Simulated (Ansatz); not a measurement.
## Worked example: BH(CH3)2 → B(CH3)2 + H

Species: BH(CH3)2, singlet; B(CH3)2, doublet; H atom, doublet. 

Shapes, held fixed at every level: PBE0-D4/def2-TZVP. Programs: Ansatz 0.2.0. The zero-point and thermal change to 298 K, harmonic and unscaled (PBE0-D4/def2-TZVP), is -22.3 kJ/mol.

At CCSD(T)/CBS estimate; 1 Eh = 2625.50 kJ/mol:

| species | energy (Eh) |
| --- | --- |
| BH(CH3)2 | -105.113073 |
| B(CH3)2 | -104.438148 |
| H | -0.500000 |

Task: Work out ΔH(298 K) of the reaction at this level.

Result: 
1. Products less reactants: (-104.438148) + (-0.500000) − [(-105.113073)] = 0.174925 Eh = +459.3 kJ/mol.
2. With the thermal change: +459.3 + (-22.3) = +437.0 kJ/mol.

Other levels give +341.2 (HF/def2-SVP) to +434.6 kJ/mol (wB97X-V/def2-TZVPP). No measured value is set beside it here. Open shells run unrestricted unless RO is named. The CBS estimate extrapolates MP2 from def2-TZVPP and def2-QZVPP and adds CCSD(T) − MP2 in the triple-zeta set, cores frozen.
